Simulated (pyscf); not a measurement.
## Four-centre exchange: HO–PH₂ + GaH₃ → H₂P–O–GaH₂ + H₂

Gas phase, singlet surface, charge 0. Bonds broken: O2–H5, Ga6–H7. Bonds formed: O2–Ga6, H5–H7. PySCF, gas phase, ωB97X-D3(BJ)/def2-SVP geometries.

Transition state (Å):

```xyz
9

P     -1.6161    -1.5259    -0.1665
O     -0.7167    -0.1499     0.1203
H     -1.7812    -1.4275    -1.5882
H     -2.9160    -0.9810     0.0731
H      0.5506    -0.0206     0.0888
Ga    -0.1071     1.3424    -1.0157
H      1.3282     0.5406    -0.2405
H     -0.1655     0.9171    -2.5146
H     -0.3473     2.7245    -0.3462
```

One imaginary mode, 1328i cm⁻¹; descent along it reached the two sides named, in the forms told below.

```
bond    change  reactant side (Å)  saddle  product side
------  ------  -----------------  ------  ------------
O2–H5   breaks              0.966   1.274           2.8
Ga6–H7  breaks              1.578   1.818           2.6
O2–Ga6   forms              2.135   1.972         1.797
H5–H7    forms                2.9   1.014         0.762
```

Electronic energies relative to the separated reactants (eV):

```json
[
 {"level": "ωB97X-D3(BJ)/def2-TZVP", "barrier": "0.30", "reaction energy": "-0.69", "reverse barrier": "1.00"},
 {"level": "PBE/def2-TZVP", "barrier": "0.19", "reaction energy": "-0.60", "reverse barrier": "0.80"},
 {"level": "r²SCAN/def2-TZVP", "barrier": "0.15", "reaction energy": "-0.70", "reverse barrier": "0.85"},
 {"level": "B3LYP-D3(BJ)/def2-TZVP", "barrier": "0.30", "reaction energy": "-0.65", "reverse barrier": "0.95"},
 {"level": "PBE0-D3(BJ)/def2-TZVP", "barrier": "0.25", "reaction energy": "-0.58", "reverse barrier": "0.83"},
 {"level": "M06-2X/def2-TZVP", "barrier": "0.20", "reaction energy": "-0.81", "reverse barrier": "1.02"},
 {"level": "ωB97M-D3(BJ)/def2-TZVP", "barrier": "0.41", "reaction energy": "-0.56", "reverse barrier": "0.97"},
 {"level": "HF/def2-TZVP", "barrier": "0.99", "reaction energy": "-0.47", "reverse barrier": "1.46"}
]
```

With ωB97M-D3(BJ)/def2-TZVP energies and thermal terms (ideal gas, 1 atm, RRHO with modes under 100 cm⁻¹ raised to 100, one conformer, R ln 2 for chiral ones without a mode under 150 cm⁻¹), in eV:

| T (K) | ΔH‡ | ΔG‡ | ΔH | ΔG |
|---|---|---|---|---|
| 298 | 0.35 | 0.78 | -0.65 | -0.60 |
| 600 | 0.36 | 1.21 | -0.60 | -0.57 |
| 900 | 0.39 | 1.62 | -0.56 | -0.56 |
| 1200 | 0.42 | 2.03 | -0.53 | -0.57 |

On the reactant side the descent ends in an adduct with a Ga–O contact, 0.67 eV under the separated species and 0.98 eV under the saddle at ωB97X-D3(BJ)/def2-TZVP. What is counted as formed (Ga–O) is already present as a longer contact in the reactant adduct; forming that adduct is a step of its own. At the saddle there is also a short Ga–H contact that neither side keeps. H₂P–O–GaH₂ lies 0.54 eV over its isomer HO–GaH–PH₂ (electronic energy, ωB97M-D3(BJ)/def2-TZVP). This is the saddle that the search found; another between the same sides may lie lower. Elements up to Kr have no core potential and no relativistic terms here.
